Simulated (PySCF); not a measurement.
Molecule: Cyclopropane (SMILES C1CC1).

Atom-mapped SMILES (the numbers label the heavy atoms): `[CH2:1]1[CH2:2][CH2:3]1`. Each H is labelled by its parent atom.

Spin–spin couplings on one PBE0-D3(BJ)/def2-SVP geometry, PySCF, gas phase, non-relativistic, equivalent pairs averaged; isotopes 1H; basis pcJ-1.

Reference values (Hz): 3J(H(C3),H(C1)) = 9.0 (measured; solution (compiled); Pretsch, Buehlmann, Badertscher, Structure Determination of Organic Compounds, 4th ed., Springer 2009); 3J(H(C3),H(C1)) = 5.6 (measured; solution (compiled); Pretsch, Buehlmann, Badertscher, Structure Determination of Organic Compounds, 4th ed., Springer 2009); 2J(H(C1),H(C1)) = -4.3 (measured; solution (compiled); Pretsch, Buehlmann, Badertscher, Structure Determination of Organic Compounds, 4th ed., Springer 2009).

**Question.** How do the couplings (Hz) change with the functional? Times are CPU seconds on shared hosts with different chips, so compare them loosely.

**Answer.** 
```tsv
functional	functions	3J(H(C3),H(C1))	3J(H(C3),H(C1))	2J(H(C1),H(C1))	mean abs. error	core-s
HF	141	11.9	7.3	-16.3	5.5	2.7
LDA	141	8.4	4.9	-2.7	0.9	3.6
PBE	141	9.8	5.9	-4.6	0.5	5.6
KT2	141	11.9	7.6	-6.6	2.4	5.6
B3LYP	141	10.3	6.2	-5.1	0.9	5.8
PBE0	141	9.8	5.9	-6.2	1.0	5.8
B97-2	141	9.1	5.5	-4.9	0.3	5.8
BHandHLYP	141	10.7	6.5	-7.2	1.8	9
CAM-B3LYP	141	10.3	6.1	-5.4	0.9	7.4
```

Errors compare magnitudes, without vibrational corrections, and the largest couplings weigh most in the mean. Closest: B97-2; furthest: HF.
